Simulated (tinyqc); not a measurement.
Hueckel theory of the pi electrons with the omega technique, for the molecule C=CC=CC=C (SMILES; centres numbered as the heavy atoms are written), step by step. Computed by tinyqc, a small Python program that keeps every step. Settings: charge = 0, omega = 1.4, damping = 0.5. Command: `OMP_NUM_THREADS=1 python tinyqc.py 21615 21616 out.jsonl` (the two numbers bound the seeds that draw the settings). One thread of a shared host (Intel(R) Xeon(R) Processor @ 2.60GHz), about 0.01 s of CPU time with the checks.

## The Hueckel matrix

Centres:

| centre | z_r, pi electrons of the neutral centre | h |
|---|---|---|
| 1C | 1 | 0.0000 |
| 2C | 1 | 0.0000 |
| 3C | 1 | 0.0000 |
| 4C | 1 | 0.0000 |
| 5C | 1 | 0.0000 |
| 6C | 1 | 0.0000 |

Bonds:

| i | j | k |
|---|---|---|
| 1 | 2 | 1 |
| 2 | 3 | 1 |
| 3 | 4 | 1 |
| 4 | 5 | 1 |
| 5 | 6 | 1 |

H_rr = alpha + h_r beta, H_rs = k_rs beta for bonded centres.

Hueckel matrix in units of beta (H = alpha + beta A):
```
        1C      2C      3C      4C      5C      6C
1C  0.0000  1.0000  0.0000  0.0000  0.0000  0.0000
2C  1.0000  0.0000  1.0000  0.0000  0.0000  0.0000
3C  0.0000  1.0000  0.0000  1.0000  0.0000  0.0000
4C  0.0000  0.0000  1.0000  0.0000  1.0000  0.0000
5C  0.0000  0.0000  0.0000  1.0000  0.0000  1.0000
6C  0.0000  0.0000  0.0000  0.0000  1.0000  0.0000
```

## Orbitals, round 1

pi electrons, sum of z_r less the charge = 6

Diagonalise; E = alpha + x beta with beta < 0, so the largest x are filled first; degenerate levels share their electrons. P = sum n_i c_ri c_si; each orbital has its largest coefficient positive (the first on a tie).

x values: 1.8019  1.2470  0.4450  -0.4450  -1.2470  -1.8019

occupations: 2.0000  2.0000  2.0000  0.0000  0.0000  0.0000

coefficients:
```
       MO1      MO2      MO3      MO4      MO5      MO6
1C  0.2319   0.4179   0.5211   0.5211  -0.4179   0.2319
2C  0.4179   0.5211   0.2319  -0.2319   0.5211  -0.4179
3C  0.5211   0.2319  -0.4179  -0.4179  -0.2319   0.5211
4C  0.5211  -0.2319  -0.4179   0.4179  -0.2319  -0.5211
5C  0.4179  -0.5211   0.2319   0.2319   0.5211   0.4179
6C  0.2319  -0.4179   0.5211  -0.5211  -0.4179  -0.2319
```

charge and bond-order matrix P:
```
         1C       2C       3C       4C       5C       6C
1C   1.0000   0.8711   0.0000  -0.3877   0.0000   0.3014
2C   0.8711   1.0000   0.4834   0.0000  -0.0863   0.0000
3C   0.0000   0.4834   1.0000   0.7849   0.0000  -0.3877
4C  -0.3877   0.0000   0.7849   1.0000   0.4834   0.0000
5C   0.0000  -0.0863   0.0000   0.4834   1.0000   0.8711
6C   0.3014   0.0000  -0.3877   0.0000   0.8711   1.0000
```

## Omega technique, round 1

h_r = h_r(0) + omega q_r, omega = 1.4, with q_r = z_r - P_rr; 0.5 of the old diagonal is kept.

matrix after round 1:
```
        1C      2C      3C      4C      5C      6C
1C  0.0000  1.0000  0.0000  0.0000  0.0000  0.0000
2C  1.0000  0.0000  1.0000  0.0000  0.0000  0.0000
3C  0.0000  1.0000  0.0000  1.0000  0.0000  0.0000
4C  0.0000  0.0000  1.0000  0.0000  1.0000  0.0000
5C  0.0000  0.0000  0.0000  1.0000  0.0000  1.0000
6C  0.0000  0.0000  0.0000  0.0000  1.0000  0.0000
```

## Convergence

Each round sets h_r = h_r(0) + omega (z_r - P_rr), keeping the share named as damping of the old diagonal; repeat until output and input diagonals agree to 1e-6.

Rounds:

| round | sum n x | largest \|h(out) - h(in)\| |
|---|---|---|
| 1 | 6.9879 | 9.33e-16 |

Converged in 1 rounds.

## Energy, charges, bond orders

E = sum n x; q_r = z_r - P_rr; bond order p = P_rs; free valence = sqrt(3) - sum of p over the bonds of the atom.

pi energy = 6 alpha + this times beta = 6.9879

pi charges: 1C 0.0000, 2C 0.0000, 3C 0.0000, 4C 0.0000, 5C 0.0000, 6C 0.0000

Bond orders and lengths from R = 1.517 - 0.180 p (angstrom, C-C alone):

| bond | p | R |
|---|---|---|
| 1-2 | 0.8711 | 1.3602 |
| 2-3 | 0.4834 | 1.4300 |
| 3-4 | 0.7849 | 1.3757 |
| 4-5 | 0.4834 | 1.4300 |
| 5-6 | 0.8711 | 1.3602 |

free valence of the carbons: 1C 0.8609, 2C 0.3775, 3C 0.4638, 4C 0.4638, 5C 0.3775, 6C 0.8609

gap between the highest filled and the next level = 0.8901 |beta|
